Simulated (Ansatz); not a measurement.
Rhombohedral A7 Bi, treated with PBEsol in Ansatz (plane waves, PAW).

Settings: plane-wave cutoff 520 eV, 18×18×18 k mesh, Fermi–Dirac smearing 0.084 eV (set by the program), scalar-relativistic PAW data made under PBE.

Computed at the level's own relaxed cell.

```
Bi
1.0
    2.26210     1.30602     3.88489
   -2.26210     1.30602     3.88489
    0.00000    -2.61204     3.88489
Bi
2
Direct
  0.76327   0.76327   0.76327
  0.23673   0.23673   0.23673
```

Problem. Give the elastic tensor (Voigt notation, GPa, ions relaxed, in the Cartesian axes of the cell as printed).

Solution. 
```
   73.4    31.3    27.2    -6.4     0.0     0.0
   31.3    73.4    27.2     6.4     0.0     0.0
   27.2    27.2    41.6     0.0     0.0     0.0
   -6.4     6.4     0.0    11.1     0.0     0.0
    0.0     0.0     0.0     0.0    11.1    -6.4
    0.0     0.0     0.0     0.0    -6.4    21.0
```

Measured, for comparison: elastic constant C11 69.3 GPa, elastic constant C12 24.5 GPa, elastic constant C44 13.5 GPa, elastic constant C33 40.4 GPa, elastic constant C13 25.4 GPa (4 K, zero-point motion not removed; as tabulated in Arnaud et al. (2016), arXiv:1602.08959); elastic constant C66 19.4 GPa (301 K, no zero-point or thermal correction; as tabulated in Elastic Constants of Bismuth (J. Appl. Phys.)). Computed (rounded) less measured: elastic constant C11 +6 %, elastic constant C12 +28 %, elastic constant C44 -18 %, elastic constant C33 +3 %, elastic constant C13 +7 %, elastic constant C66 +8 %. A static lattice is as a rule a little smaller and stiffer than an uncorrected measurement, which narrows the difference in the elastic constant C66 and would widen misses of the other sign.

Note: the cell comes from a level without a dispersion term, which matters for the spacing of layers, chains or molecules.

Spin–orbit coupling is not included; it can shift volumes and moduli of such heavy elements.

The computed numbers hold no vibrational or temperature effects.

Ansatz is a first-principles code.
